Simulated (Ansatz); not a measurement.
`CC1=NCS1` at its PBE0-D4/def2-TZVP geometry, where that method's forces vanish. Total charge 0; spin multiplicity 1.

```xyz
10

C     0.0251   -0.2351   -1.6760
C     0.0161    0.0184   -0.2214
N    -0.2394   -0.8018    0.7297
C    -0.0537    0.1489    1.8105
S     0.3521    1.5201    0.6433
H    -0.7011    0.4054   -2.1820
H    -0.2255   -1.2805   -1.8582
H     1.0096   -0.0191   -2.0978
H     0.7788   -0.0982    2.4700
H    -0.9621    0.3420    2.3819
```

(1) What forces (eV/Å) does r2SCAN-D4/def2-TZVPP give on these atoms in Ansatz? (Estimate.)

Answers

(1) The calculation gave: 
```
C1   0.005  0.006 -0.072
C2   0.044  0.124 -0.263
N3  -0.129 -0.479  0.182
C4  -0.028 -0.057  0.250
S5   0.102  0.386 -0.077
H6   0.017 -0.008 -0.006
H7   0.003  0.016  0.008
H8  -0.018  0.000 -0.008
H9  -0.004  0.007 -0.007
H10  0.007  0.004 -0.007
```
